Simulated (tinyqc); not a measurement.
Worked calculation: Pariser-Parr-Pople SCF with singles CI, for the molecule c1ccsc1 (SMILES; centres numbered as the heavy atoms are written). One step of it, computed by the program tinyqc.

Task: Iteration 2: orbitals and new P. Diagonalise F (the basis is taken as orthonormal) and form P = 2 sum c c over the lowest orbitals.

F (eV), order 1C, 2C, 3C, 4S, 5C:
$$\begin{pmatrix}
-5.039239 & -4.824403 & 0.376854 & 0.809007 & -4.996329 \\
-4.824403 & -5.038937 & -4.997197 & 0.808613 & 0.376759 \\
0.376854 & -4.997197 & -6.814663 & -4.299870 & 0.943908 \\
0.809007 & 0.808613 & -4.299870 & -8.557817 & -4.300223 \\
-4.996329 & 0.376759 & 0.943908 & -4.300223 & -6.815599
\end{pmatrix}$$

pi electrons, sum of z_r less the charge = 6

Give: orbital energies; P after iteration 2.

Result:

orbital energies (eV): [-14.6231, -10.5523, -10.4774, 0.8079, 2.5785]

P after iteration 2, order 1C, 2C, 3C, 4S, 5C:
$$\begin{pmatrix}
1.0659 & 0.6404 & -0.1208 & -0.2903 & 0.6976 \\
0.6404 & 1.0658 & 0.6977 & -0.2901 & -0.1208 \\
-0.1208 & 0.6977 & 1.2208 & 0.5699 & -0.3537 \\
-0.2903 & -0.2901 & 0.5699 & 1.4265 & 0.5699 \\
0.6976 & -0.1208 & -0.3537 & 0.5699 & 1.2209
\end{pmatrix}$$
